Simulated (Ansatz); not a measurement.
Z-matrix (Å, degrees):
```
N
H 1 1.0310
H 1 1.0310 2 103.99
H 1 1.0310 2 103.99 3 108.60
```
Charge 0, spin multiplicity 1.

The numbers are results of Ansatz (a program for electronic structure) with frozen-core CCSD(T)/cc-pVTZ // PBE-D3(BJ)/def2-SVP, not measurements.

| Item | Result |
|---|---|
| HF energy | -56.21554 Ha |
| MP2 correlation energy | -0.23657 Ha |

Problem. Estimate the CCSD correlation energy, the (T) correction, the total energy and the T1 diagnostic.

Solution. 
```
Property                       Result
-----------------------  ------------
CCSD correlation energy   -0.24914 Ha
(T) correction            -0.00787 Ha
CCSD(T) total energy     -56.47255 Ha
T1 diagnostic                   0.006
```
